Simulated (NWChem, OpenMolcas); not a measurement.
**How basis sets differ on C2H3F3 (1,1,2-trifluoroethane)**

C2H3F3: 8 atoms, total charge 0, spin state singlet. SMILES: `FCC(F)F`. The shape is that of a PBE0-D4/def2-TZVP optimisation. This is one conformer, not always the lowest.

```csv
atom,x (Å),y (Å),z (Å)
F,-1.1428,-0.6810,1.1631
C,-0.1882,0.1951,0.7118
C,0.1729,-0.1524,-0.7113
F,0.8242,-1.3358,-0.7565
F,1.0117,0.8036,-1.1822
H,0.7017,0.1189,1.3425
H,-0.5885,1.2115,0.7473
H,-0.6988,-0.2170,-1.3705
```

Quantity: the dipole moment, in D. The values are calculated.

```json
{"level": "PBE/3-21G", "kind": "GGA", "program": "NWChem", "value (D)": "1.25", "CPU time": "16 s"}
{"level": "PBE/def2-SVP", "kind": "GGA", "program": "OpenMolcas", "value (D)": "1.30", "CPU time": "36 s"}
{"level": "PBE/def2-SVPD", "kind": "GGA", "program": "NWChem", "value (D)": "1.47", "CPU time": "50 s"}
{"level": "PBE/def2-TZVP", "kind": "GGA", "program": "NWChem", "value (D)": "1.39", "CPU time": "1.8 min"}
```

The values span 1.25 to 1.47 D. Sets without polarisation functions give poor dipoles. Times are those of the runs behind each value, whatever else they computed, on shared processors of several kinds: orders of magnitude only.
